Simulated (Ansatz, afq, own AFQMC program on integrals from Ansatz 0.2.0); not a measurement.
# Where AFQMC and coupled cluster stand for CH₂Si, singlet

```yaml
atoms:
  - { symbol: Si, position_ang: [0.0000, 0.0000, 0.5957] }
  - { symbol: C, position_ang: [0.0000, 0.0000, -1.1063] }
  - { symbol: H, position_ang: [0.0000, -0.9093, -1.7078] }
  - { symbol: H, position_ang: [0.0000, 0.9093, -1.7078] }
```

Connectivity, by distances: Si–CH2.

Basis cc-pVDZ. Only valence electrons are correlated. Ansatz 0.2.0 and our own AFQMC program on the same integrals; the CISD trial comes from CCSD amplitudes, and released means the phaseless constraint is let go. Error bars are statistical, one sigma.

Determinant: UHF, the one that the program's search chose, which needn't be the lowest solution. The geometry is a point of a scan.

No full CI on the walks' own integrals is used here; CCSDT(Q) serves as the reference and is uncertain by about the last step of the cluster series.

Cautions: an unrestricted solution with more broken spin lies lower (43 meV, ⟨S²⟩ 0.25), while this determinant keeps restricted orbitals.

```
T1 diagnostic                               : 0.0157
weight of the determinant in the CISD state : 0.861
⟨S²⟩ of the determinant                     : 0.000
size of the correlated space                : 10 electrons in 36 orbitals
```

```csv
level,correlation energy (eV)
MP2,-5.8627
CCSD,-6.6656
CCSD(T),-6.9258
```

Question: Estimate where phaseless AFQMC with a CISD trial lies against CCSD(T) on the same integrals.

Answer: 4.7 ± 1.5 kJ/mol below CCSD(T).

Reference: CCSDT(Q), correlation energy -6.973 eV. The released energy is read at 2.40 1/Eh (meV from the phaseless value at times in 1/Eh: -19 ± 19 at 0.24, -13 ± 13 at 0.51, -5 ± 14 at 0.99, -24 ± 16 at 1.62, 11 ± 17 at 2.40).

```csv
level,E − E(reference) (kJ/mol),share of correlation (%)
CCSD(T),4.6,99.32
CCSDT,2.2,99.68
ph-AFQMC/HF,1.9 ± 5.2,99.71
ph-AFQMC/CISD,-0.1 ± 1.5,100.02
released AFQMC,0.9 ± 1.6,99.87
```

A walk keeps the symmetry of its determinant, which the program's search chose and which needn't be the lowest solution, so a lower state of the same spin and another symmetry isn't excluded. Released energies are given only where the last usable release times agree within the noise; a slower fall can still hide under it.
